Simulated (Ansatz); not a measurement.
**CH4NSi+ (SMILES C1=[NH+][SiH2]1): single points off equilibrium**

An exercise on one series of results from a longer session: the logs are not shown, and one member is left open.

Method: single points in def2-TZVPP; program: Ansatz 0.2.0, Gaussian basis.

Correlated methods freeze the cores.

## Starting geometry

SMILES `C1=[NH+][SiH2]1`, 7 atoms, charge 1, spin multiplicity 1.

Atoms are counted from 1 here; the program's logs count them from 0.

Bond lengths: C1–N2 1.271 Å, C1–Si3 1.949 Å, C1–H4 1.060 Å, N2–Si3 1.884 Å, N2–H5 0.999 Å, Si3–H6 1.432 Å, Si3–H7 1.464 Å. Angles: N2–C1–Si3 67.9°, N2–C1–H4 126.2°, Si3–C1–H4 164.8°, C1–N2–Si3 73.4°, C1–N2–H5 125.0°, Si3–N2–H5 161.2°, C1–Si3–N2 38.7°, C1–Si3–H6 112.7°, C1–Si3–H7 115.2°, N2–Si3–H6 110.7°, N2–Si3–H7 109.8°, H6–Si3–H7 131.8°.

Geometry (Å):

| atom | x (Å) | y (Å) | z (Å) |
| --- | --- | --- | --- |
| C1 | -0.81250 | -0.54680 | -0.26070 |
| N2 | -0.10500 | 0.33280 | -0.84490 |
| Si3 | 0.59670 | 0.14610 | 0.89400 |
| H4 | -1.57130 | -1.13740 | -0.70630 |
| H5 | -0.20170 | 0.60380 | -1.80180 |
| H6 | 0.14450 | 1.20930 | 1.73920 |
| H7 | 1.86190 | -0.58880 | 0.84200 |

The first run:

run/in.yaml reads:

```yaml
crystal:
  periodic: [false, false, false]
  atoms:
    - {symbol: C, position_ang: [-0.812500, -0.546800, -0.260700]}
    - {symbol: N, position_ang: [-0.105000, 0.332800, -0.844900]}
    - {symbol: Si, position_ang: [0.596700, 0.146100, 0.894000]}
    - {symbol: H, position_ang: [-1.571300, -1.137400, -0.706300]}
    - {symbol: H, position_ang: [-0.201700, 0.603800, -1.801800]}
    - {symbol: H, position_ang: [0.144500, 1.209300, 1.739200]}
    - {symbol: H, position_ang: [1.861900, -0.588800, 0.842000]}
basis:
  gaussian: {orbitals: def2-TZVPP}
total_charge: 1
correlation: {method: ccsd_t}
output: {forces: true}
```

No record of the launch command was kept for these runs.

Steps of the session up to this table: CCSD(T)/def2-TZVPP; PBE0-D4/def2-TZVPP; wB97M-V/def2-TZVPP; r2SCAN-D4/def2-TZVPP; PBE-D4/def2-TZVPP; BLYP-D4/def2-TZVPP; CAM-B3LYP-D4/def2-TZVPP.

One of the session's tables, all rows but one given; the rest of the session is left out.

| method | RMS force component (eV/Å) | angle to CCSD(T) forces (°) |
| --- | --- | --- |
| CCSD(T) | 0.972 | reference |
| PBE0-D4 | 1.092 | 17.2 |
| wB97M-V | 1.030 | 14.3 |
| r2SCAN-D4 | 1.038 | 14.0 |
| PBE-D4 | ? | ? |
| BLYP-D4 | 0.916 | 11.0 |
| CAM-B3LYP-D4 | 1.093 | 18.9 |

**Question.** Estimate the row for PBE-D4.

**Answer.** RMS force component (eV/Å): 1.008; angle to CCSD(T) forces (°): 12.5. In the column «RMS force component (eV/Å)» it lies between CCSD(T) (0.972) and wB97M-V (1.030).
